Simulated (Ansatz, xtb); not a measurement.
# Relative energy of two isomers of C4H8FN

Structure X: `C/C(N)=C/CF`, a singlet. Structure Y: `C=C(N)CCF`, a singlet. Both are isolated molecules in the gas phase, relaxed with B3LYP-D3(BJ)/def2-SVP; the shapes shown needn't be the lowest conformers.

X (Å):

```xyz
14

C     3.5014   -0.6096    1.5491
C     2.1435   -0.0710    1.1952
C     1.5323   -0.3532    0.0194
C     0.2103    0.2269   -0.3528
F    -0.7597    0.0260    0.6533
N     1.5770    0.7662    2.1417
H     3.9216   -1.2082    0.7308
H     4.1970    0.2186    1.7685
H     3.4526   -1.2415    2.4534
H     1.9538    0.7068    3.0801
H     0.5639    0.8272    2.1165
H     2.0281   -1.0191   -0.6882
H     0.2617    1.3240   -0.4924
H    -0.1795   -0.2220   -1.2800
```

Y (Å):

```xyz
14

C    -0.0640    0.9120    1.4173
C     0.8820    0.6016    0.5111
C     1.1481    1.4589   -0.7025
C     0.7090    0.7824   -1.9964
F     1.0213    1.5879   -3.0761
N     1.6266   -0.5789    0.5383
H    -0.6787    1.8040    1.2950
H    -0.2573    0.2754    2.2851
H     2.5837   -0.4940    0.2077
H     1.5742   -1.1042    1.4055
H     0.6283    2.4222   -0.6042
H     2.2286    1.6804   -0.7817
H     1.2126   -0.1901   -2.1232
H    -0.3807    0.6081   -1.9857
```

Quicker runs give these differences E(Y) − E(X): GFN2-xTB +3.2 kcal/mol; HF/STO-3G +2.2 kcal/mol (at GFN2-xTB geometries); r2SCAN-D4/def2-SVP +3.8 kcal/mol (at GFN2-xTB geometries).

Estimate E(Y) − E(X) at the level CCSD(T)/def2-SVP + ΔMP2/def2-TZVPP.

Calculated at CCSD(T)/def2-SVP + ΔMP2/def2-TZVPP: E(Y) − E(X) = +2.0 kcal/mol, so structure X lies lower.

The same difference at several levels:

```tsv
level	geometry	E(Y) − E(X) (kcal/mol)	departure from the last row (kcal/mol)	job, with rough time for the two
GFN2-xTB	GFN2-xTB	+3.2	+1.1	optimisation, 0.17 s
HF/STO-3G	GFN2-xTB	+2.2	+0.2	single point, 0.38 s
r2SCAN-D4/def2-SVP	GFN2-xTB	+3.8	+1.8	single point, 4.8 s
B3LYP-D3(BJ)/def2-SVP	B3LYP-D3(BJ)/def2-SVP	+3.4	+1.4	optimisation, 54 s
HF/def2-SVP	B3LYP-D3(BJ)/def2-SVP	+1.6	−0.4	part of the CCSD(T) run
MP2/def2-SVP	B3LYP-D3(BJ)/def2-SVP	+2.5	+0.5	part of the CCSD(T) run
CCSD(T)/def2-SVP	B3LYP-D3(BJ)/def2-SVP	+2.1	+0.1	single point
CCSD(T)/def2-SVP + ΔMP2/def2-TZVPP	B3LYP-D3(BJ)/def2-SVP	+2.0		single point, 78 s
```

As drawn, both hold the same kinds of bond in the same numbers. Structure X has 1 methyl group, Y 0.

The levels shown agree on the order. The largest departure from CCSD(T)/def2-SVP + ΔMP2/def2-TZVPP is that of r2SCAN-D4/def2-SVP, 1.8 kcal/mol. The last row adds to CCSD(T) the change of the MP2 difference between the two basis sets, here −0.1 kcal/mol.

With thermal terms from frequencies at re-optimised GFN2-xTB minima (ideal gas, soft modes damped towards free rotors, one conformer each, 298.15 K, 1 atm): the zero-point term adds +0.2 kcal/mol; ΔH is +2.0 and ΔG +2.2 kcal/mol.

The correlated steps freeze 6 core orbitals. Run with Ansatz 0.2.0, xtb 6.7.1; the last row on 2 threads of Arm Neoverse V1 on a shared host.
